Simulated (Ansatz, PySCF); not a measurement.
Potential energy curve for BeH, doublet.

Levels of theory: UKS-M06-2X/6-31G* = unrestricted M06-2X/6-31G*, spherical d (PySCF 2.14.0); CASSCF(3,3)/cc-pVTZ (PySCF); UKS-PBE = unrestricted PBE/cc-pVTZ in Ansatz (an electronic-structure program); UCCSD = CCSD on UHF/cc-pVTZ (PySCF 2.14.0); UKS-B3LYP/6-31G* = unrestricted B3LYP/6-31G*, spherical d in PySCF.

Energies are in eV, each relative to the lowest point of its own curve near equilibrium.

| R / Å | UKS-M06-2X/6-31G* | CASSCF(3,3) | UKS-PBE | UCCSD | UKS-B3LYP/6-31G* |
|---|---|---|---|---|---|
| 1.09 | 0.744 | 0.759 | 0.715 | 0.645 | 0.721 |
| 1.15 | 0.404 | 0.424 | 0.390 | 0.336 | 0.387 |
| 1.22 | 0.157 | 0.176 | 0.153 | 0.118 | 0.146 |
| 1.29 | 0.033 | 0.044 | 0.033 | 0.017 | 0.027 |
| 1.33 | 0.004 | ___ | ___ | 0.000 | 0.002 |
| 1.36 | 0.000 | 0.000 | 0.000 | ___ | 0.000 |
| 1.38 | 0.004 | 0.000 | ___ | ___ | 0.005 |
| 1.43 | 0.036 | 0.021 | 0.031 | 0.052 | 0.040 |
| 1.51 | 0.138 | ___ | 0.124 | 0.164 | 0.145 |
| 1.57 | 0.246 | 0.196 | 0.223 | 0.274 | 0.253 |
| 1.67 | 0.465 | 0.385 | 0.422 | 0.491 | 0.471 |
| 1.85 | 0.917 | 0.785 | 0.834 | 0.923 | 0.914 |
| 2.05 | 1.412 | 1.231 | 1.291 | 1.377 | 1.395 |
| 2.23 | 1.786 | 1.576 | 1.647 | 1.704 | 1.755 |
| 2.45 | 2.084 | 1.875 | 1.974 | 1.960 | 2.072 |
| 2.73 | 2.249 | 2.041 | 2.222 | 2.099 | 2.307 |
| 2.98 | 2.299 | 2.067 | 2.326 | 2.136 | 2.412 |
| 3.30 | 2.318 | 2.059 | 2.373 | 2.146 | 2.471 |
| 3.69 | — | 2.046 | 2.387 | 2.146 | 2.497 |
| 4.11 | — | 2.040 | 2.392 | 2.145 | 2.506 |
| 4.72 | — | 2.036 | 2.394 | 2.145 | 2.511 |

Question: Fill in the missing entries.

Answer: 
- 1.33, CASSCF(3,3): 0.010
- 1.33, UKS-PBE: 0.005
- 1.36, UCCSD: 0.003
- 1.38, UKS-PBE: 0.003
- 1.38, UCCSD: 0.011
- 1.51, CASSCF(3,3): 0.104

A dash means that the run gave no value there, or that the column was ended at a point which the program doubted or which failed a test of continuity chosen for this set; such a test can also cut sound points.

The scan ran from 1.09 to 5.41 Å; beyond the distances shown one of the unrestricted levels run for this scan, shown here or not, changes its spin distribution in one step. The unrestricted determinant behind UKS-M06-2X/6-31G* is spin-contaminated at 3.69 to 4.72 Å (<S²> up to 1.7, against 0.75 for a pure doublet). The unrestricted determinant behind UCCSD is spin-contaminated at 2.05 to 4.72 Å (<S²> up to 1.0, against 0.75 for a pure doublet).
